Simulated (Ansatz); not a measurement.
# C₄H₈N₂: a ladder of functionals and wavefunction methods

An exercise on one series of results from a longer session: the logs are not shown, and one member is left open.

The runs use Ansatz 0.2.0, Gaussian basis; functionals in def2-TZVPP, the program's frozen cores in correlated methods.

The runs, in order: PBE-D4, r2SCAN-D4, PBE0-D4, B3LYP-D4, ωB97X-V, ωB97M-V, B2PLYP; CCSD(T)/def2-TZVPP; MP2/def2-QZVPP; extrapolation to the limit.

### Structure used throughout

All runs share one geometry, relaxed beforehand with PBE0-D4 in a triple-zeta def2 set.

SMILES `CC1(N)CC1=N`, 14 atoms, charge 0, spin multiplicity 1.

Atoms are counted from 1 here; the program's logs count them from 0.

Bond lengths: C1–C2 1.502 Å, C1–H7 1.091 Å, C1–H8 1.093 Å, C1–H9 1.094 Å, C2–N3 1.441 Å, C2–C4 1.537 Å, C2–C5 1.475 Å, N3–H10 1.013 Å, N3–H11 1.014 Å, C4–C5 1.463 Å, C4–H12 1.087 Å, C4–H13 1.086 Å, C5–N6 1.255 Å, N6–H14 1.023 Å. Angles: C2–C1–H7 111.2°, C2–C1–H8 109.9°, C2–C1–H9 110.7°, H7–C1–H8 109.1°, H7–C1–H9 107.7°, H8–C1–H9 108.2°, C1–C2–N3 113.0°, C1–C2–C4 117.8°, C1–C2–C5 119.8°, N3–C2–C4 116.8°, N3–C2–C5 120.7°, C4–C2–C5 58.1°, C2–N3–H10 110.9°, C2–N3–H11 110.3°, H10–N3–H11 106.9°, C2–C4–C5 58.8°, C2–C4–H12 118.3°, C2–C4–H13 117.0° and more.

Set-up of the first run:

Contents of in.yaml:

```yaml
crystal:
  periodic: [false, false, false]
  atoms:
    - {symbol: C, position_ang: [-0.659850, -1.416349, -0.180318]}
    - {symbol: C, position_ang: [0.166428, -0.162478, -0.145889]}
    - {symbol: N, position_ang: [1.582224, -0.419614, -0.221645]}
    - {symbol: C, position_ang: [-0.357787, 1.063441, -0.910395]}
    - {symbol: C, position_ang: [-0.344493, 1.032152, 0.551734]}
    - {symbol: N, position_ang: [-0.550127, 1.725293, 1.578003]}
    - {symbol: H, position_ang: [-1.725850, -1.187100, -0.138518]}
    - {symbol: H, position_ang: [-0.449086, -1.975156, -1.095298]}
    - {symbol: H, position_ang: [-0.424515, -2.058440, 0.673921]}
    - {symbol: H, position_ang: [2.105545, 0.447029, -0.250609]}
    - {symbol: H, position_ang: [1.892228, -0.924554, 0.601697]}
    - {symbol: H, position_ang: [0.361776, 1.701245, -1.417679]}
    - {symbol: H, position_ang: [-1.301306, 0.949531, -1.435427]}
    - {symbol: H, position_ang: [-0.308187, 1.195802, 2.419224]}
basis:
  gaussian: {orbitals: def2-TZVPP}
hamiltonian: {xc: pbe, dispersion: d4}
output: {forces: true, orbitals: {seedname: orbitals}}
```

On the command line:

```console
ansatz run in.yaml --threads 4 --pin off --events-out ev --progress --plain --max-ram 10444MiB
```

Steps of the session up to this table: PBE-D4 (GGA); r2SCAN-D4 (meta-GGA); PBE0-D4 (hybrid); B3LYP-D4 (hybrid); ωB97X-V (range-separated); ωB97M-V (range-separated); B2PLYP (double hybrid); CCSD(T) in def2-TZVPP; MP2 in def2-QZVPP.

One table of the session follows, with a row left open; its other results are not shown here.

It belongs to the step «Atomisation energies». 

```
            method  atomisation energy (kJ/mol)
            PBE-D4                       5786.4
         r2SCAN-D4                       5591.4
           PBE0-D4                       5651.7
          B3LYP-D4                       5607.3
           ωB97X-V                       5607.9
           ωB97M-V                       5612.4
            B2PLYP                       5535.1
     HF/def2-TZVPP                       3882.4
    MP2/def2-TZVPP                       5517.9
   CCSD/def2-TZVPP                       5318.6
CCSD(T)/def2-TZVPP                            ?
           MP2/CBS                       5671.0
       CCSD(T)/CBS                       5570.2
```

Q: Estimate the row for CCSD(T)/def2-TZVPP from the others.

**Answer.** atomisation energy (kJ/mol): 5417.1. In the column «atomisation energy (kJ/mol)» it lies between CCSD/def2-TZVPP (5318.6) and MP2/def2-TZVPP (5517.9).

To keep in mind: Free atoms (4 C, 2 N, 8 H) were run apart at each level; the atomisation energy is their sum less the molecule, without zero-point or spin-orbit terms.
